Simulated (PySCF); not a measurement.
**Working with the constants of BS⁺**

UHF-CCSD(T) constants of BS⁺, ³Π (triplet), unpaired electrons σ ↑, π ↑ (PySCF, no relativity, basis sets B pcseg-1, S pcseg-1; masses 11.0093 and 31.9721 u):

* ωe: 962.7 cm⁻¹
* ωexe: 8.26 cm⁻¹
* Be: 0.69598 cm⁻¹
* αe: 0.00680 cm⁻¹
* De to B⁺ + S: 2.24 eV

(1) What force constant and bond length do these constants imply?

(2) Estimate the centrifugal constant D from the Kratzer relation and find the Dunham coefficient a1.

Correlated steps freeze 6 core orbitals. Correlated levels converge slowly with the basis: in double zeta they bind strong bonds too weakly, by up to about 1 eV, and carry superposition errors of some tenths. For an ion De counts to the pair picked by the measured ionisation energies or electron affinities, which need not be the lowest pair at this level. The state is the lowest determinant that a PBE0 search found; another state may lie lower at other levels.

Answers

(1) Reduced mass μred = 8.1894 u; k = 5.8918×10⁻⁷·μred·ωe² (u, cm⁻¹, mdyn/Å) = 4.47 mdyn/Å; Re = √(16.8576/(μred·Be)) (u, cm⁻¹, Å) = 1.720 Å.

(2) D = 4Be³/ωe² = 1.46e-06 cm⁻¹; a1 = −1 − αeωe/(6Be²) = -3.25.
